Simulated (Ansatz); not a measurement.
Geometry optimisation of `Cl[Cl+]` radical.

```yaml
crystal:
  periodic: [false, false, false]
  atoms:
    - {symbol: Cl, position_ang: [0.835870, -0.278300, 0.428580]}
    - {symbol: Cl, position_ang: [-0.835870, 0.278300, -0.428580]}
basis:
  gaussian: {orbitals: def2-TZVP}
total_charge: 1
magnetization: {spin_polarized: true, initial_magnetization: 1}
hamiltonian: {xc: pbe0, dispersion: d4}
relax: {f_tol: 0.005, max_steps: 150}
```

```sh
$ ansatz run in.yaml --threads 2 --pin off --events-out ev --progress --plain --max-ram 32768MiB --backend cpu
```

Output, abridged:

```
Functional definition: PBE0
mean field -25025.53139903 eV, -919.6713159998 hartree, gradient 1.4e-5 eV, S^2 0.754894; 0 other end points of the search recorded, 0 dependent functions left out
relax step   1: F+E_penalty+E_count = -25025.55293687 eV  Δ(F+E_penalty+E_count) = +0.000e0 eV  max|allowed force component| = 1.583e0 eV/Å  Δτ_max = 0.0000 Å  (30 SCF iters, accepted)
mean field -25025.60597230 eV, -919.6740565170 hartree, gradient 6.2e-5 eV, S^2 0.755016; 0 other end points of the search recorded, 0 dependent functions left out
relax step   2: F+E_penalty+E_count = -25025.62755100 eV  Δ(F+E_penalty+E_count) = -7.461e-2 eV  max|allowed force component| = 4.373e-2 eV/Å  Δτ_max = 0.0387 Å  (28 SCF iters, accepted)
mean field -25025.60601719 eV, -919.6740581669 hartree, gradient 4.1e-5 eV, S^2 0.755013; 0 other end points of the search recorded, 0 dependent functions left out
relax step   3: F+E_penalty+E_count = -25025.62759504 eV  Δ(F+E_penalty+E_count) = -4.404e-5 eV  max|allowed force component| = 2.154e-3 eV/Å  Δτ_max = 0.0009 Å  (24 SCF iters, accepted)
mean field -25025.60601719 eV, -919.6740581669 hartree, gradient 4.1e-5 eV, S^2 0.755013; 1 other end points of the search recorded, 0 dependent functions left out
Total energy: -25025.62761077 eV, -919.6748517160 hartree
Atom 0 at     0.803657    -0.267575     0.412063 Å, force    -0.002154     0.000717    -0.001105 eV/Å
Atom 1 at    -0.803657     0.267575    -0.412063 Å, force     0.002154    -0.000717     0.001105 eV/Å
Dipole moment:    -0.000000     0.000000    -0.000000 e Å
```

Run time 2.5 s (2 threads of an AMD EPYC 7R13 on a shared host); peak host memory 0.18 GiB.
